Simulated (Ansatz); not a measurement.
**N2O (SMILES N#[N+][O-]): from total energies to a heat of formation**

N2O has 3 atoms, charge 0, and is taken as a singlet. As SMILES, `N#[N+][O-]`. Geometry: relaxed at PBE0-D4/def2-TZVP.

```xyz
3

N    -0.5117    1.0013   -0.1679
N    -0.0084    0.0165   -0.0028
O     0.5201   -1.0178    0.1707
```

Total energies at B2PLYP/cc-pVTZ, 3 core orbitals frozen (Ansatz 0.2.0); the atoms run unrestricted:

```tsv
species	state	energy (Eh)
N2O	singlet	-184.619396
N	quartet	-54.567403
O	triplet	-75.048047
```

Harmonic wavenumbers at PBE0-D4/def2-TZVP, in cm⁻¹: 641, 641, 1378, 2409.

Measured heats of formation of the gaseous atoms at 298.15 K, in kJ/mol: N 472.4, O 249.2. Spin-orbit lowering of the atoms at 298 K (mean of the ground term's levels less their thermal mean, from spectra), in kJ/mol: O 0.40. Take 1 Eh = 2625.50 kJ/mol, 1 cm⁻¹ = 0.0119627 kJ/mol, RT = 2.479 kJ/mol.

Work out the heat of formation of the gas at 298 K.


1. Electronic atomisation energy: 2 × (-54.567403) + (-75.048047) − (-184.619396) = 0.436543 Eh = 1146.1 kJ/mol.
2. Zero-point energy: half the sum of the wavenumbers, 2534.5 cm⁻¹ = 30.3 kJ/mol.
3. Thermal vibrational enthalpy, Σ hcν̃/(exp(hcν̃/kT) − 1): 0.8 kJ/mol. Translation, rotation and pV of a linear molecule: 3.5 RT = 8.7 kJ/mol.
4. The 3 free atoms carry 5/2 RT each: 18.6 kJ/mol.
5. Spin-orbit coupling lowers the free atoms by 0.40 = 0.4 kJ/mol.
6. Atomisation enthalpy at 298 K: 1146.1 − 0.4 − 30.3 − 0.8 − 8.7 + 18.6 = 1124.5 kJ/mol.
7. Sum of the atoms' heats of formation: 1194.0 kJ/mol. Heat of formation: 1194.0 − 1124.5 = +69.5 kJ/mol.

The tabulated value is +82.6 kJ/mol (Active Thermochemical Tables), so this level is off by -13.1 kJ/mol, or 1.2 % of the atomisation enthalpy. Anharmonicity and any spin-orbit splitting of the molecule are left out, and so is core correlation.
